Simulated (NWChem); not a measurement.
# doublet [SiF2]+ at 6 levels

Wanted: a comparison of 6 runs (UHF/STO-3G, UHF/3-21G, UB3LYP/6-31G*, U-wB97X/def2-TZVP, UB2PLYP/def2-TZVP) of doublet [SiF2]+. 

Program for the calculation: NWChem 7.3.0.

20 further runs of the same task are left out: 20 set aside as unsound or not needed.

## (1) The system as given

[SiF2]+: 3 atoms, total charge +1, spin state doublet. SMILES of the parent species: `F[Si]F`. The shape is that of a PBE0-D4/def2-TZVP optimisation. That shape belongs to the parent species and isn't relaxed for this state.

Bond lengths: F1–Si2 1.602 Å, Si2–F3 1.602 Å. Angles: F1–Si2–F3 100.6°.

## (2) The energy at UHF/STO-3G (run 1)

run.py

```python
from ase import Atoms
from ase.calculators.nwchem import NWChem

atoms = Atoms(['F', 'Si', 'F'], positions=[
    [0.166300, 1.246800, 0.229400],
    [-0.594900, -0.046400, -0.330100],
    [0.428600, -1.200400, 0.100700],
])

calc = NWChem(
    label='input',
    theory='scf',
    memory='2200 mb',
    basis='STO-3G',
    basispar='spherical bse',
    charge=1,
    scf={'nopen': '1', 'uhf': None, 'thresh': '1e-08', 'maxiter': '80'},
    task='energy',
)
atoms.calc = calc

print("Total energy (eV):", round(atoms.get_potential_energy(), 6))
```

Started as:

```bash
$ export ASE_NWCHEM_COMMAND="nwchem PREFIX.nwi > PREFIX.nwo"
$ python run.py
```

What it wrote:

```text
Total energy (eV): -13100.751941
```

The calculator wrote input.nwi:

```
title "input"

permanent_dir input

scratch_dir input

start input

geometry units angstrom nocenter noautosym noautoz
  F  1.6630000000000000e-01 1.2467999999999999e+00 2.2939999999999999e-01
  Si -5.9489999999999998e-01 -4.6399999999999997e-02 -3.3010000000000000e-01
  F  4.2859999999999998e-01 -1.2003999999999999e+00 1.0070000000000000e-01
end

charge 1

memory 2200 mb

basis spherical bse noprint
   * library STO-3G
end

scf
  nopen 1
  uhf
  thresh 1e-08
  maxiter 80
end

task scf energy
```

input.nwo:

```text
Northwest Computational Chemistry Package (NWChem) 7.3.0
             --------------------------------------------------------

           Job information
           ---------------

    nwchem branch   = 7.3.0
    use scalapack   = T
    input           = input.nwi
    prefix          = input.
    data base       = input/input.db
    status          = startup
    nproc           =        1

           Memory information
           ------------------

    heap     =     72089594 doubles =      550.0 Mbytes
    stack    =     72089599 doubles =      550.0 Mbytes
    global   =    144179200 doubles =     1100.0 Mbytes (distinct from heap & stack)
    total    =    288358393 doubles =     2200.0 Mbytes
    verify   = yes
    hardfail = no

[... 34 lines left out ...]
            Nuclear Dipole moment (a.u.)
[... 71 lines left out ...]
 1-e energy   =    -851.168226
[... 7 lines left out ...]
         Quadratically convergent UHF
[... 15 lines left out ...]
       Final UHF  results
[... 3 lines left out ...]
      One electron energy =   -865.080738024413
[... 1 line left out ...]
 Nuclear repulsion energy =    100.658420896160
[... 31 lines left out ...]
          Final beta eigenvalues
[... 139 lines left out ...]
                     UHF Final Beta Molecular Orbital Analysis
[... 152 lines left out ...]
   Mulliken analysis of the spin density
   -------------------------------------

    Atom       Charge   Shell Charges
 -----------   ------   -------------------------------------------------------
    1 F    9     0.25  -0.00 -0.00  0.25
    2 Si  14     0.51   0.00  0.00  0.00  0.27  0.23
    3 F    9     0.25  -0.00 -0.00  0.25

       Multipole analysis of the density wrt the origin
       ------------------------------------------------

     L   x y z        total         alpha         beta         nuclear
     -   - - -        -----         -----         ----         -------
     0   0 0 0      1.000000    -16.000000    -15.000000     32.000000

     1   1 0 0     -1.391848      2.652708      1.576435     -5.620990
[... 8 lines of this table left out ...]
     2   0 0 2    -10.485710     -9.879350     -8.071341      7.464981

 Task  times  cpu:        0.7s     wall:        0.7s
 Total times  cpu:        0.8s     wall:        0.8s
```

It took 2 s on 1 thread of Intel Xeon Platinum 8259CL at 2.50GHz (Skylake/Cascade Lake), shared host; peak memory 0.098 GiB.

## (3) A single-point energy at UHF/3-21G (run 2)

Changes to run.py since step 2:

```diff
@@ -10,6 +10,6 @@
 calc = NWChem(
-    label='input',
+    label='f2si',
     theory='scf',
     memory='2200 mb',
-    basis='STO-3G',
+    basis='3-21G',
     basispar='spherical bse',
@@ -21,2 +21,2 @@
 
-print("Total energy (eV):", round(atoms.get_potential_energy(), 6))
+print(f"energy = {atoms.get_potential_energy():.6f} eV")
```

Started as:

```bash
$ export ASE_NWCHEM_COMMAND="nwchem PREFIX.nwi > PREFIX.nwo"
$ python run.py
```

What it wrote:

```text
energy = -13195.347676 eV
```

The calculator wrote f2si.nwi:

```
title "f2si"

permanent_dir f2si

scratch_dir f2si

start f2si

geometry units angstrom nocenter noautosym noautoz
  F  1.6630000000000000e-01 1.2467999999999999e+00 2.2939999999999999e-01
  Si -5.9489999999999998e-01 -4.6399999999999997e-02 -3.3010000000000000e-01
  F  4.2859999999999998e-01 -1.2003999999999999e+00 1.0070000000000000e-01
end

charge 1

memory 2200 mb

basis spherical bse noprint
   * library 3-21G
end

scf
  nopen 1
  uhf
  thresh 1e-08
  maxiter 80
end

task scf energy
```

f2si.nwo:

```text
Northwest Computational Chemistry Package (NWChem) 7.3.0
             --------------------------------------------------------

           Job information
           ---------------

    nwchem branch   = 7.3.0
    use scalapack   = T
    input           = f2si.nwi
    prefix          = f2si.
    data base       = f2si/f2si.db
    status          = startup
    nproc           =        1

           Memory information
           ------------------

    heap     =     72089594 doubles =      550.0 Mbytes
    stack    =     72089599 doubles =      550.0 Mbytes
    global   =    144179200 doubles =     1100.0 Mbytes (distinct from heap & stack)
    total    =    288358393 doubles =     2200.0 Mbytes
    verify   = yes
    hardfail = no

[... 34 lines left out ...]
            Nuclear Dipole moment (a.u.)
[... 71 lines left out ...]
 1-e energy   =    -849.197564
[... 7 lines left out ...]
         Quadratically convergent UHF
[... 14 lines left out ...]
       Final UHF  results
[... 3 lines left out ...]
      One electron energy =   -866.943055524983
[... 1 line left out ...]
 Nuclear repulsion energy =    100.658420896160
[... 38 lines left out ...]
          Final beta eigenvalues
[... 203 lines left out ...]
                     UHF Final Beta Molecular Orbital Analysis
[... 213 lines left out ...]
   Mulliken analysis of the spin density
   -------------------------------------

    Atom       Charge   Shell Charges
 -----------   ------   -------------------------------------------------------
    1 F    9     0.10   0.00  0.00  0.07 -0.00  0.03
    2 Si  14     0.79   0.00  0.01  0.00  0.22  0.24  0.27  0.06
    3 F    9     0.10   0.00  0.00  0.07 -0.00  0.03

       Multipole analysis of the density wrt the origin
       ------------------------------------------------

     L   x y z        total         alpha         beta         nuclear
     -   - - -        -----         -----         ----         -------
     0   0 0 0      1.000000    -16.000000    -15.000000     32.000000

     1   1 0 0     -2.111924      2.598072      0.910993     -5.620990
[... 8 lines of this table left out ...]
     2   0 0 2    -11.192708    -10.596228     -8.061461      7.464981

 Task  times  cpu:        0.7s     wall:        0.7s
 Total times  cpu:        0.7s     wall:        0.7s
```

It took 1.9 s on 1 thread of Intel Xeon Platinum 8259CL at 2.50GHz (Skylake/Cascade Lake), shared host; peak memory 0.098 GiB.

Run 3 isn't shown in full; the table further down has it.

## (4) A single-point energy at UB3LYP/6-31G(d) (Cartesian functions) (run 4)

job.xyz

```xyz
3
F2Si
F      0.166300     1.246800     0.229400
Si    -0.594900    -0.046400    -0.330100
F      0.428600    -1.200400     0.100700
```

run.py

```python
from ase.io import read
from ase.calculators.nwchem import NWChem

molecule = read('job.xyz')

calc = NWChem(
    label='job',
    theory='dft',
    memory='2200 mb',
    basis='6-31G*',
    charge=1,
    dft={'xc': 'b3lyp', 'mult': '2', 'grid': 'xfine', 'convergence': 'energy 1e-08', 'iterations': '100', 'mulliken': None},
    task='energy',
)
molecule.calc = calc

print("Total energy (eV):", round(molecule.get_potential_energy(), 6))
```

Started as:

```bash
$ export ASE_NWCHEM_COMMAND="nwchem PREFIX.nwi > PREFIX.nwo"
$ python run.py
```

What it wrote:

```text
Total energy (eV): -13302.48415
```

The calculator wrote job.nwi:

```
title "job"

permanent_dir job

scratch_dir job

start job

geometry units angstrom nocenter noautosym noautoz
  F  1.6630000000000000e-01 1.2467999999999999e+00 2.2939999999999999e-01
  Si -5.9489999999999998e-01 -4.6399999999999997e-02 -3.3010000000000000e-01
  F  4.2859999999999998e-01 -1.2003999999999999e+00 1.0070000000000000e-01
end

charge 1

memory 2200 mb

basis noprint
   * library 6-31G*
end

dft
  xc b3lyp
  mult 2
  grid xfine
  convergence energy 1e-08
  iterations 100
  mulliken
end

task dft energy
```

job.nwo:

```text
Northwest Computational Chemistry Package (NWChem) 7.3.0
             --------------------------------------------------------

           Job information
           ---------------

    nwchem branch   = 7.3.0
    use scalapack   = T
    input           = job.nwi
    prefix          = job.
    data base       = job/job.db
    status          = startup
    nproc           =        1

           Memory information
           ------------------

    heap     =     72089594 doubles =      550.0 Mbytes
    stack    =     72089599 doubles =      550.0 Mbytes
    global   =    144179200 doubles =     1100.0 Mbytes (distinct from heap & stack)
    total    =    288358393 doubles =     2200.0 Mbytes
    verify   = yes
    hardfail = no

[... 85 lines left out ...]
  convergence criterion.
[... 17 lines left out ...]
          Convergence on gradient requested:  5.00D-04
[... 25 lines left out ...]
          Convergence aids based upon iterative change in
[... 30 lines left out ...]
 1-e energy   =    -851.729736
[... 65 lines left out ...]
         Total DFT energy =     -488.857279749512
[... 2 lines left out ...]
    Exchange-Corr. energy =      -41.561343985132
[... 352 lines left out ...]
                     DFT Final Beta Molecular Orbital Analysis
[... 413 lines left out ...]
 center of mass
 --------------
 x =  -0.15299492 y =  -0.01193304 z =  -0.08489431

 moments of inertia (a.u.)
 ------------------
         218.101205758189          18.201013192014         -24.278960121718
          18.201013192014          62.822030454959         -12.666957728234
         -24.278960121718         -12.666957728234         251.584661436645

     Multipole analysis of the density
     ---------------------------------

     L   x y z        total         alpha         beta         nuclear
     -   - - -        -----         -----         ----         -------
     0   0 0 0      1.000000    -16.000000    -15.000000     32.000000

     1   1 0 0     -1.624279      2.774009      1.222702     -5.620990
[... 8 lines of this table left out ...]
     2   0 0 2    -11.514051    -10.711420     -8.267611      7.464981

 Task  times  cpu:       30.6s     wall:       30.6s
 Total times  cpu:       30.7s     wall:       30.7s
```

Wall time 32 s (1 thread of Intel Xeon Platinum 8259CL at 2.50GHz (Skylake/Cascade Lake), shared host); peak memory 0.12 GiB.

Run 5 isn't shown in full; the table further down has it.

## (5) The energy at UB2PLYP/def2-TZVP (run 6)

test.nw

```
start test
title "F2Si energy"
memory 2200 mb
charge 1

geometry noautosym nocenter noautoz
   F     0.166300    1.246800    0.229400
   Si   -0.594900   -0.046400   -0.330100
   F     0.428600   -1.200400    0.100700
end

basis spherical bse
   * library def2-TZVP
end

dft
   xc hfexch 0.53 becke88 0.47 lyp 0.73 mp2 0.27
   dftmp2 semidirect
   mult 2
   grid fine
   convergence energy 1e-08
   maxiter 100
   mulliken
   print medium
end

mp2
   freeze core 7
end

task dft energy
```

Started as:

```bash
$ nwchem test.nw > test.out
```

What it wrote:

```text
[...]
          Wavefunction type:  spin polarized.
          No. of atoms     :     3
          No. of electrons :    31
[...]
          Charge           :     1
          Spin multiplicity:     2
[...]
          AO basis - number of functions:    99
[...]
              XC Information
              --------------
                     Hartree-Fock (Exact) Exchange  0.530
                    Becke 1988 Exchange Functional  0.470
              Lee-Yang-Parr Correlation Functional  0.730
[...]
 d= 0,ls=0.0,diis     1   -488.3057999437 -5.89D+02  7.15D-03  9.18D-01     2.6
[...]
 d= 0,ls=0.0,diis    11   -488.5683456137 -1.14D-09  1.55D-07  1.59D-10    23.5
[...]
         Total DFT energy =     -488.568345613722
      One electron energy =     -870.590396886558
           Coulomb energy =      322.575514533790
    Exchange-Corr. energy =      -41.211884157114
 Nuclear repulsion energy =      100.658420896160
[...]
      Total Density - Mulliken Population Analysis
     ---------------------------------------------
    Atom       Charge   Shell Charges
 -----------   ------   -------------------------------------------------------
    1 F    9     9.16   0.77  1.20  0.61  1.00  0.32  2.24  2.18  0.82  0.00  0.01  0.00
    2 Si  14    12.68   2.00  0.58  1.39  0.96  0.24  4.11  1.71  0.48  0.66  0.06  0.21  0.17  0.11
    3 F    9     9.16   0.77  1.20  0.61  1.00  0.32  2.24  2.18  0.82  0.00  0.01  0.00
[...]
      <S2> =      0.7541 (Exact =     0.7500)
[...]
  Basis functions       =     99
[...]
```

It took 32 s on 1 thread of Intel Xeon Platinum 8259CL at 2.50GHz (Skylake/Cascade Lake), shared host; peak memory 0.25 GiB.

## (6) Overview of the runs

```
run                                level  iteration cap  module  energy (Eh)  HOMO energy (eV)  LUMO energy (eV)   ⟨S²⟩  wall time
  1                           UHF/STO-3G             80     scf  -481.443758            -18.59             -6.19  0.781        2 s
  2                            UHF/3-21G             80     scf  -484.920087            -21.45             -9.73  0.758      1.9 s
  3  UB3LYP/6-31G* (spherical functions)            100     dft  -488.852759            -17.41            -13.92  0.752       30 s
  4  UB3LYP/6-31G* (Cartesian functions)            100     dft  -488.857280            -17.40            -13.92  0.752       32 s
  5                    U-wB97X/def2-TZVP            100     dft  -488.916283            -20.18            -11.99  0.753       80 s
  6                    UB2PLYP/def2-TZVP            100     dft  -488.754397            -19.30            -12.27  0.754       32 s
```

## (7) Outcome

```
                                                       quantity          value
                                            run 6: total energy  -488.75440 Eh
run 6: HOMO energy (SCF part's orbitals) (highest over α and β)      -19.30 eV
 run 6: LUMO energy (SCF part's orbitals) (lowest over α and β)      -12.27 eV
                                                    run 6: ⟨S²⟩          0.754
```

Totals of different functionals can't be ranked against each other. In run 1 the basis is minimal, so the values are rough. All runs together took 3 min, the longest 80 s.
